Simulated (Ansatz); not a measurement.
**CH₆OSi: how energies converge with the basis set**

The task here is to estimate one member of a computed series from the others.

Computed with Ansatz 0.2.0, Gaussian basis. Level: one geometry, several basis sets.

Plan: PBE0-D4/def2-SVP; ωB97M-V/def2-SVP; PBE0-D4/def2-QZVPP; ωB97M-V/def2-QZVPP; CCSD(T)/cc-pV(D+d)Z; CCSD(T)/cc-pV(T+d)Z; CCSD(T)/cc-pV(Q+d)Z; the functionals' def2-TZVPP values are taken from earlier runs.

## Structure used throughout

The geometry comes from an earlier relaxation with PBE0-D4 in a triple-zeta def2 set; it is a stationary point, not always the lowest conformer.

9 atoms, charge 0, spin multiplicity 1.

Atoms are counted from 1 here; the program's logs count them from 0.

Bond lengths: C1–Si2 1.863 Å, C1–H4 1.094 Å, C1–H5 1.093 Å, C1–H6 1.093 Å, Si2–O3 1.652 Å, Si2–H7 1.483 Å, Si2–H8 1.492 Å, O3–H9 0.957 Å. Angles: Si2–C1–H4 110.2°, Si2–C1–H5 111.0°, Si2–C1–H6 111.5°, H4–C1–H5 108.1°, H4–C1–H6 107.7°, H5–C1–H6 108.2°, C1–Si2–O3 112.6°, C1–Si2–H7 110.6°, C1–Si2–H8 108.9°, O3–Si2–H7 105.0°, O3–Si2–H8 110.4°, H7–Si2–H8 109.3°, Si2–O3–H9 117.7°.

Set-up of the first run:

in.yaml

```yaml
crystal:
  periodic: [false, false, false]
  atoms:
    - {symbol: C, position_ang: [-0.777072, 0.630772, -0.595646]}
    - {symbol: Si, position_ang: [0.498592, -0.589117, 0.000995]}
    - {symbol: O, position_ang: [1.307912, -0.058334, 1.339181]}
    - {symbol: H, position_ang: [-1.256097, 0.261532, -1.507174]}
    - {symbol: H, position_ang: [-0.319027, 1.597062, -0.819373]}
    - {symbol: H, position_ang: [-1.560318, 0.788008, 0.150654]}
    - {symbol: H, position_ang: [1.548964, -0.790523, -1.027000]}
    - {symbol: H, position_ang: [-0.173135, -1.891619, 0.281620]}
    - {symbol: H, position_ang: [0.818682, 0.005920, 2.159743]}
basis:
  gaussian: {orbitals: def2-SVP}
hamiltonian: {xc: pbe0, dispersion: d4}
output: {orbitals: {seedname: orbitals}}
```

Started as:

```console
$ ansatz run in.yaml --threads 2 --pin off --events-out ev --progress --plain --max-ram 32768MiB --backend cpu
```

Among the steps run: PBE0-D4 in def2-SVP; ωB97M-V in def2-SVP; PBE0-D4 in def2-QZVPP; ωB97M-V in def2-QZVPP.

One of the session's tables, all rows but one given; the rest of the session is left out.

It belongs to the step «Density functionals: the series». 

| functional | basis | HOMO (eV) | LUMO (eV) |
| --- | --- | --- | --- |
| PBE0-D4 | def2-SVP | -8.26 | 1.16 |
| PBE0-D4 | def2-TZVPP | ? | ? |
| PBE0-D4 | def2-QZVPP | -8.45 | 0.17 |
| ωB97M-V | def2-SVP | -10.56 | 2.94 |
| ωB97M-V | def2-TZVPP | -10.73 | 2.02 |
| ωB97M-V | def2-QZVPP | -10.76 | 1.43 |

Q: Estimate the row for PBE0-D4, def2-TZVPP from the others.

The run gave: HOMO (eV): -8.42; LUMO (eV): 0.48. In the column «HOMO (eV)» it lies between PBE0-D4, def2-QZVPP (-8.45) and PBE0-D4, def2-SVP (-8.26).
